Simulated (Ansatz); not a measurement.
**H3S+ (sulfonium): levels of theory compared**

Wanted: a comparison of 6 runs (B3LYP/6-31G, r2SCAN/3-21G, wB97X/3-21G, CCSDTQ/3-21G, CCSDTQ/6-31G, FCI/6-31G) of H3S+ (sulfonium). 

The results are computed with Ansatz 0.2.0.

9 further runs of the same task are left out: 7 that didn't finish, 2 set aside as unsound or not needed.

**1. The system as given**

The species is H3S+ (4 atoms), meant as a singlet with charge +1. As SMILES, `[SH3+]`. The H2–S1 distance was set to 3.389 Å, away from the relaxed value. At this shape a bond of the SMILES string is far longer than usual.

Bond lengths: S1–H3 1.355 Å, S1–H4 1.355 Å. Angles: H3–S1–H4 93.7°.

**2. The energy at B3LYP/6-31G (run 1)**

molecule.yaml reads:

```yaml
crystal:
  periodic: [false, false, false]
  atoms:
    - {symbol: S, position_ang: [-0.517972, -0.673650, -2.216383]}
    - {symbol: H, position_ang: [0.848020, 0.280920, 0.734350]}
    - {symbol: H, position_ang: [-1.313742, -1.610670, -1.645403]}
    - {symbol: H, position_ang: [-1.475092, 0.285180, -2.183873]}
basis:
  gaussian:
    orbitals: 6-31G
total_charge: 1
hamiltonian:
  xc: {name: B3LYP}
accuracy: high
```

Started as:

```console
ansatz run molecule.yaml --threads 1 --pin off --max-ram 2610MiB --events-out events.jsonl --progress --plain --runs-dir runs
```

Output:

```text
Warning: RAYON_NUM_THREADS=1 ignored (pool sized by the plan → 1); use --threads N
Functional definition: B3LYP
  name "B3LYP"
  parameter a0 = 0.2
  parameter ax = 0.72
  parameter ac = 0.81
  exchange = (1 - a0 - ax)*slater_x + ax*b88_x + a0*exact_x
  correlation = (1 - ac)*vwn_rpa_c + ac*lyp_c
398 factors; integrals over basis functions are off by at most 4.5e-9 eV
mean field evaluation 1: about -10863.4265 eV, gradient 3.3e1 eV
mean field evaluation 2: about -10842.3096 eV, gradient 6.2e1 eV
mean field evaluation 4: about -10851.5916 eV, gradient 3.9e1 eV
mean field evaluation 8: about -10867.3389 eV, gradient 9.2e0 eV
mean field evaluation 16: about -10869.7592 eV, gradient 1.6e-8 eV
mean field -10869.75916338 eV, -399.4562814667 hartree, gradient 1.7e-8 eV, S^2 0.000000; 0 other end points of the search recorded, 0 dependent functions left out
reference -10869.75919498 eV, -399.4562826281 hartree; 9, 9 occupied and 10, 10 virtual orbitals, 398 factors
Total energy: -10869.75919498 eV, -399.4562826281 hartree
```

Run time: 0.76 s. Hardware: 1 thread of Arm Neoverse V2, shared host.

**3. A single-point energy at r2SCAN/3-21G (run 2)**

molecule.yaml: that of step 2 with these lines changed.

```diff
@@ -8,7 +8,6 @@
 basis:
-  gaussian:
-    orbitals: 6-31G
+  gaussian: {orbitals: 3-21G.json}
+accuracy: high
+hamiltonian: {xc: {name: r2SCAN}}
 total_charge: 1
-hamiltonian:
-  xc: {name: B3LYP}
-accuracy: high
+magnetization: {spin_polarized: false, initial_magnetization: 0}
```

The basis set 3-21G is read from a file made from the Basis Set Exchange's data (not shown).

Started as:

```console
ansatz run molecule.yaml --threads 1 --pin off --max-ram 2610MiB --events-out events.jsonl --progress --plain --runs-dir runs
```

Output:

```text
Warning: RAYON_NUM_THREADS=1 ignored (pool sized by the plan → 1); use --threads N
Functional definition: r2SCAN
  name "r2SCAN"
  parameter k0 = 0.174
  parameter k1 = 0.065
  parameter a1 = 4.9479
  exchange = r2scan_x(k0 = k0, k1 = k1, a1 = a1)
  correlation = r2scan_c
349 factors; integrals over basis functions are off by at most 4.0e-9 eV
mean field evaluation 1: about -10808.6823 eV, gradient 3.6e1 eV
mean field evaluation 2: about -10786.7623 eV, gradient 6.4e1 eV
mean field evaluation 4: about -10796.7375 eV, gradient 3.7e1 eV
mean field evaluation 8: about -10812.2852 eV, gradient 1.2e1 eV
mean field evaluation 16: about -10814.9389 eV, gradient 3.2e-8 eV
mean field -10814.93888923 eV, -397.4416735504 hartree, gradient 1.4e-8 eV, S^2 0.000000; 0 other end points of the search recorded, 0 dependent functions left out
reference -10814.93888963 eV, -397.4416735650 hartree; 9, 9 occupied and 10, 10 virtual orbitals, 349 factors
Total energy: -10814.93888963 eV, -397.4416735650 hartree
```

It took 1.7 s on 1 thread of Arm Neoverse V2, shared host; peak memory 0.1 GiB.

Runs 3 to 5 aren't shown in full; the table further down has their settings and results.

**4. A single-point energy at FCI/6-31G (run 6)**

in.yaml reads:

```yaml
crystal:
  periodic: [false, false, false]
  atoms:
    - {symbol: S, position_ang: [-0.517972, -0.673650, -2.216383]}
    - {symbol: H, position_ang: [0.848020, 0.280920, 0.734350]}
    - {symbol: H, position_ang: [-1.313742, -1.610670, -1.645403]}
    - {symbol: H, position_ang: [-1.475092, 0.285180, -2.183873]}
basis:
  gaussian:
    orbitals: 6-31G
correlation:
  method: fci
  frozen_orbitals: {H: 0, S: 5}
accuracy: high
total_charge: 1
```

Started as:

```console
ansatz run in.yaml --threads 1 --pin off --max-ram 2610MiB --events-out events.jsonl --progress --plain --runs-dir runs
```

Output (excerpt; [...] marks lines left out):

```text
Warning: RAYON_NUM_THREADS=1 ignored (pool sized by the plan → 1); use --threads N
Functional definition: HF
  name "HF"
[...]
398 factors; integrals over basis functions are off by at most 4.5e-9 eV
[...]
mean field -10848.60759935 eV, -398.6789758258 hartree, gradient 4.0e-8 eV, S^2 0.000000; 0 other end points of the search recorded, 0 dependent functions left out; unrestricted orbitals would lower it
[...]
unrestricted determinant -10851.25982193 eV, -398.7764432077 hartree, S^2 0.9930
5 core orbitals not correlated: weight in the atoms' cores, before any rotation towards them, 1.000 or more for the frozen orbitals, at most 0.000 for the correlated occupied ones
reference -10848.60759935 eV, -398.6789758258 hartree; 4, 4 occupied and 10, 10 virtual orbitals, 398 factors
state -10853.02094920 eV, -398.8411634414 hartree
Total energy: -10853.02094920 eV, -398.8411634414 hartree
```

Run time: 3.3 s. Hardware: 1 thread of Arm Neoverse V2, shared host; peak memory 0.14 GiB.

**5. The series**

```
run         level  frozen core orbitals  energy (Eh)  wall time
  1   B3LYP/6-31G                     –  -399.456283     0.76 s
  2  r2SCAN/3-21G                     –  -397.441674      1.7 s
  3   wB97X/3-21G                     –  -397.455379      2.5 s
  4  CCSDTQ/3-21G                     5  -396.917655      3.6 s
  5  CCSDTQ/6-31G                     5  -398.841151      3.6 s
  6     FCI/6-31G                     5  -398.841163      3.3 s
```

**6. Results**

| quantity | value |
| --- | --- |
| run 6: total energy | -398.84116 Eh |
| run 6: correlation energy (5 core orbitals frozen) | -162.2 mEh |

What this shows: Against full CI in this basis: CCSDTQ +0.0 mEh. Totals of different functionals can't be ranked against each other. In runs 4, 5 the log says that unrestricted orbitals would lower the reference, so the values rest on an unstable closed-shell determinant (other closed-shell runs at this shape may share the fault). All runs together took 16 s, the longest 3.6 s.
